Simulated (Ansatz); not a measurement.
Geometry optimisation, Ansatz 0.2.0, RKS PBE0-D4/def2-SVP.

Input file:

```yaml
crystal:
  periodic: [false, false, false]
  atoms:
    - { symbol: C, position_ang: [-0.4855, 0.88284, -0.63851] }
    - { symbol: Mg, position_ang: [0.43759, -0.6468, 0.31363] }
    - { symbol: Cl, position_ang: [2.40698, -1.77912, 1.35586] }
    - { symbol: H, position_ang: [-1.23082, 0.29263, -1.24192] }
    - { symbol: H, position_ang: [-1.12824, 1.25045, 0.21094] }
total_charge: -1
basis:
  gaussian: { orbitals: def2-SVP }
hamiltonian:
  xc: pbe0
  dispersion: d4
relax:
  f_tol: 0.02
  max_steps: 40
scf:
  lower_state_search: "off"
```

Command:

```bash
$ ansatz run input.yaml --threads 1 --pin off --max-ram 2048MiB --backend cpu --events-out ev --progress --plain --runs-dir out
```

Task: Where does it end, and by what steps?

Result: The forces met the threshold. Limits of this set-up: an anion without diffuse functions. After 6 steps the energy has fallen by 0.242 eV; C1 moved furthest, 0.21 Å.

```csv
step,energy less start (eV),largest force component (eV/Å),accepted
0,0.0000,1.328,yes
1,-0.1945,0.859,yes
2,-0.2261,0.427,yes
3,-0.1936,0.738,no
4,-0.2408,0.117,yes
5,-0.2409,0.039,yes
6,-0.2422,0.009,yes
```

```xyz
5
Properties=species:S:1:pos:R:3
C -0.541 0.728 -0.513
Mg 0.524 -0.670 0.469
Cl 2.389 -1.774 1.249
H -1.189 0.345 -1.333
H -1.183 1.372 0.128
```

Time of the run: 11 s on 1 thread of Arm Neoverse V1 (shared host), peak memory 0.12 GiB.
